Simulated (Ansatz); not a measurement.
Input for Ansatz (development build ahead of 0.2.0):

```yaml
crystal:
  periodic: [false, false, false]
  atoms:
    - { symbol: C, position_ang: [0.03404, -0.0751, 0.00247] }
    - { symbol: F, position_ang: [0.78488, 0.81539, 0.79643] }
    - { symbol: F, position_ang: [0.7849, -0.76049, -0.69356] }
    - { symbol: F, position_ang: [-0.73299, 0.77574, -0.83021] }
    - { symbol: F, position_ang: [-0.81647, -0.75921, 0.78728] }
basis:
  gaussian: { orbitals: STO-3G }
hamiltonian:
  xc: hf
correlation:
  method: mp2
  frozen_orbitals: { C: 1, F: 1 }
```

The input is written out in the form of the current development build from the run's settings.

Output:

```yaml
Converged: yes
Reference_energy: -429.55440 hartree
Correlation_energy: -0.11497 hartree
Total_energy: -429.66936 hartree
Spin_squared_of_the_determinant: 0.000
```
